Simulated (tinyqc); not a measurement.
The integration grid: Kohn-Sham M06L on finer and finer grids in the sto-3g basis, for CH2, spin multiplicity 3. Computed by the program tinyqc with PySCF. Self-consistent on each grid; the net force on the molecule should vanish.

Geometry (angstrom):
```
atom       x        y       z
C     0.0000   0.0000  0.0000
H     0.0000   0.9850  0.7330
H     0.0000  -0.9850  0.7330
```

Kohn-Sham energy on Becke grids (radial x angular points per atom):
```
grid       points  residual of the electron count  E (hartree)  E - finest (mhartree)  largest net force without grid terms (hartree/bohr)
10 x 14       416                       -5.98e-03    -38.52475               86.29572                                             8.94e-03
15 x 26      1164                        9.71e-03    -38.62559              -14.54006                                             7.25e-02
20 x 50      2992                       -2.01e-04    -38.61124               -0.19850                                             2.51e-02
30 x 86      7728                        3.42e-04    -38.61159               -0.53986                                             2.94e-03
50 x 194    29080                       -4.63e-06    -38.61091                0.13193                                             2.51e-04
75 x 302    67846                       -9.69e-07    -38.61105               -0.00296                                             5.83e-04
120 x 590  212192                        5.82e-09    -38.61105                0.00000                                             6.87e-07
```

What does the comparison show, and why?

The energy is within 0.1 mhartree of the finest grid first at 75 x 302. The error has both signs, since quadrature is not variational. The electron count and the net force are cheap signs of a poor grid.
